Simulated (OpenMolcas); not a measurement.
# CCSD(T)/ANO-XS-VDZP (DKH2) run of C2HClF2 (SMILES FC(F)=CCl)

Aim: the energy change on altering one bond length of C2HClF2 at CCSD(T)/ANO-XS-VDZP (DKH2), from 2 runs. 

Program for the calculation: OpenMolcas 26.06.

2 further runs of the same task are left out: 2 that didn't finish.

## 1. The structure to begin with

C2HClF2: 6 atoms, total charge 0, spin state singlet. SMILES: `FC(F)=CCl`. The coordinates come from a PBE0-D4/def2-TZVP relaxation.

Bond lengths: F1–C2 1.312 Å, C2–F3 1.305 Å, C2–C4 1.321 Å, C4–Cl5 1.706 Å, C4–H6 1.079 Å. Angles: F1–C2–F3 111.1°, F1–C2–C4 123.1°, F3–C2–C4 125.8°, C2–C4–Cl5 122.3°, C2–C4–H6 120.1°, Cl5–C4–H6 117.5°.

## 2. A single-point energy at CCSD(T)/ANO-XS-VDZP (DKH2)

Input file geom.xyz:

```xyz
6

F      0.901010    -0.810380     1.342040
C      0.267650    -0.562200     0.220370
F      0.192510    -1.632620    -0.522730
C     -0.218360     0.626770    -0.086550
Cl    -1.039010     0.926430    -1.552100
H     -0.103800     1.452000     0.598970
```

Input file job.input:

```
* C2HClF2 CCSD(T)
>>> EXPORT MOLCAS_PRINT=2

&GATEWAY
 Coord=geom.xyz
 Basis=ANO-XS-VDZP
 Group=NoSym

&SEWARD
 Relativistic=R02E00

&SCF
 PrOrbitals=1 1

&RASSCF
 FileOrb=$Project.ScfOrb
 Spin=1
 Nactel=0 0 0
 Inactive=24
 Ras2=0
 OutOrbitals=Canonical
 OrbListing=Nothing

&MOTRA
 JobIph
 Frozen=9

&CCSDT
 CCT
 Triples=2
 Iterations=50
 Extrapolation=5 4
```

Launch:

```
$ export MOLCAS_MEM=1860
$ pymolcas job.input > job.log
```

The log of the run:

```text
--- Start Module: gateway ---
[...]
--- Stop Module: gateway /rc=_RC_ALL_IS_WELL_ ---
[...]
      Basis functions           79
[...]
       Convergence after  11 Iterations
[...]
::    Total SCF energy                               -736.2361202741
[...]
      Total spin, S                                     0.0000000000
[...]
      Number of active orbitals                  0
[...]
      Spin quantum number                      0.0
[...]
      Active orbitals                            0
[...]
      Number of CSFs                             1
[...]
      Number of root(s) required                 1
[...]
      Convergence after  4 iterations
[...]
      Natural orbitals and occupation numbers for root  1
      ************************************************************************************************************************
      *                                                    Final results                                                     *
      ************************************************************************************************************************
[...]
::    RASSCF root number  1 Total energy:   -736.23612027
[...]
      Total electronic charge=   48.000000
      Total            charge=   -0.000000
[...]
      Dipole Moment (debye):
      Origin of the operator (angstrom)=   -0.1538   -0.1202   -0.3726
                   X=  1.7119E-01               Y=  8.2821E-01               Z=  7.9979E-01           Total=  1.1640E+00
      Quadrupole Moment (debye*angstrom):
[...]
--- Start Module: motra ---
[...]
      *** WARNING: Default frozen orbitals is overwritten by user input.
      *** Default values:   9
[...]
--- Stop Module: motra /rc=_RC_ALL_IS_WELL_ ---
--- Start Module: ccsdt ---
[...]
      Convergence after                    14  Iterations
      Total energy (diff) :    -737.01321045      -0.00000005
[...]
 METHOD                       : CCSD+T(CCSD)+<T3(1)WT1> = CCSD(T)
[...]
       CCSD     =      -737.0132104466026
[...]
--- Stop Module: ccsdt /rc=_RC_ALL_IS_WELL_ ---
[...]
```

It took 58 s on 1 thread of Arm Neoverse V2, shared host; peak memory 0.45 GiB.

## 3. The distorted shape at the same level

Input file geom.xyz:

```xyz
6

F      0.818957    -0.780418     1.195507
C      0.185597    -0.532238     0.073837
F      0.110457    -1.602658    -0.669263
C     -0.300413     0.656732    -0.233083
Cl    -1.039010     0.926430    -1.552100
H     -0.185853     1.481962     0.452437
```

Input file job.inp:

```
&gateway
  coord = geom.xyz
  basis = ANO-XS-VDZP
  group = NoSym

&seward
  relativistic = R02E00

&scf
  prorbitals = 1 1

&rasscf
  fileorb = $Project.ScfOrb
  spin = 1
  nactel = 0 0 0
  inactive = 24
  ras2 = 0
  outorbitals = Canonical
  orblisting = Nothing

&motra
  jobiph
  frozen = 9

&ccsdt
  cct
  triples = 2
  iterations = 50
  extrapolation = 5 4
```

Launch:

```
$ export MOLCAS_MEM=1860
$ pymolcas job.inp > job.log
```

The log of the run:

```text
--- Start Module: gateway ---
[...]
--- Stop Module: gateway /rc=_RC_ALL_IS_WELL_ ---
[...]
      Basis functions           79
[...]
       Convergence after  11 Iterations
[...]
::    Total SCF energy                               -736.2096081872
[...]
      Total spin, S                                     0.0000000000
[...]
      Number of active orbitals                  0
[...]
      Spin quantum number                      0.0
[...]
      Active orbitals                            0
[...]
      Number of CSFs                             1
[...]
      Number of root(s) required                 1
[...]
      Convergence after  4 iterations
[...]
      Natural orbitals and occupation numbers for root  1
      ************************************************************************************************************************
      *                                                    Final results                                                     *
      ************************************************************************************************************************
[...]
::    RASSCF root number  1 Total energy:   -736.20960819
[...]
      Total electronic charge=   48.000000
      Total            charge=   -0.000000
[...]
      Dipole Moment (debye):
      Origin of the operator (angstrom)=   -0.2066   -0.1010   -0.4668
                   X= -6.7831E-02               Y=  1.0439E+00               Z=  4.4414E-01           Total=  1.1365E+00
      Quadrupole Moment (debye*angstrom):
[...]
--- Start Module: motra ---
[...]
      *** WARNING: Default frozen orbitals is overwritten by user input.
      *** Default values:   9
[...]
--- Stop Module: motra /rc=_RC_ALL_IS_WELL_ ---
--- Start Module: ccsdt ---
[...]
      Convergence after                    11  Iterations
      Total energy (diff) :    -736.98572850       0.00000002
[...]
 METHOD                       : CCSD+T(CCSD)+<T3(1)WT1> = CCSD(T)
[...]
       CCSD     =      -736.9857285001991
[...]
--- Stop Module: ccsdt /rc=_RC_ALL_IS_WELL_ ---
[...]
```

It took 53 s on 1 thread of Arm Neoverse V2, shared host; peak memory 0.45 GiB.

## 4. Summary of results

At CCSD(T)/ANO-XS-VDZP (DKH2), 9 core orbitals frozen:

| quantity | value |
| --- | --- |
| first shape: total energy | -737.03388 Eh |
| first shape: dipole moment (mean-field density) | 1.16 D |
| first shape: HOMO energy (Hartree–Fock orbitals) | -10.21 eV |
| first shape: LUMO energy (Hartree–Fock orbitals) | 4.64 eV |
| first shape: HOMO–LUMO gap (Hartree–Fock orbitals) | 14.85 eV |
| first shape: correlation energy (9 core orbitals frozen) | -797.8 mEh |
| first shape: (T) correction | -20.67 mEh |
| distorted shape: total energy | -737.00611 Eh |
| distorted shape: dipole moment (mean-field density) | 1.14 D |
| distorted shape: HOMO energy (Hartree–Fock orbitals) | -9.65 eV |
| distorted shape: LUMO energy (Hartree–Fock orbitals) | 4.78 eV |
| distorted shape: HOMO–LUMO gap (Hartree–Fock orbitals) | 14.42 eV |
| distorted shape: correlation energy (9 core orbitals frozen) | -796.5 mEh |
| distorted shape: (T) correction | -20.38 mEh |
| energy change with the C4–Cl5 bond shortened from 1.706 to 1.536 Å | 0.756 eV |

In words: With the C4–Cl5 bond shortened from 1.706 to 1.536 Å the energy rises by 0.76 eV (17.4 kcal/mol). The first shape isn't relaxed at this level, so the change isn't measured from a minimum. Mulliken charges (first shape) of the mean-field density run from -0.32 on C4 to +0.55 on C2. The triples (first shape) make up 2.6 % of the correlation energy. Mulliken charges (distorted shape) of the mean-field density run from -0.32 on C4 to +0.51 on C2. The triples (distorted shape) make up 2.6 % of the correlation energy.
